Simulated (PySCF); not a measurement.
# Curvature of the energy in the electron number along group 13

Calculated with PySCF 2.14, in x2c-TZVPall, spin-free X2C: one orbital is emptied in steps, and each cell gives the departure of E from the straight line at half an electron, in eV (from a cubic fit). The exact functional gives zero.

```csv
species,orbital,LDA,PBE,r2SCAN,PBE0,BHandHLYP,LC-wPBE,wB97X,UHF
B,2p alpha,-1.18,-1.16,-1.05,-0.83,-0.52,-0.14,-0.20,0.14
Al,3p alpha,-0.78,-0.76,-0.70,-0.55,-0.36,0.01,-0.04,0.08
Ga,4p alpha,-0.80,-0.78,-0.72,-0.56,-0.38,0.00,-0.08,0.07
In,5p alpha,-0.74,-0.71,-0.66,-0.51,-0.35,0.02,-0.06,0.06
```

**Question.** How does the mean departure depend on the functional?

**Answer.** LDA -0.87 eV; PBE -0.85 eV; r2SCAN -0.78 eV; PBE0 -0.61 eV; BHandHLYP -0.40 eV; LC-wPBE -0.03 eV; wB97X -0.09 eV; UHF 0.09 eV. Semilocal functionals are convex (delocalisation error), Hartree-Fock is concave or straight, and exact exchange removes curvature roughly in proportion to its share, so among the functionals the range-separated hybrids usually come closest to zero.

No spin-orbit coupling is included.
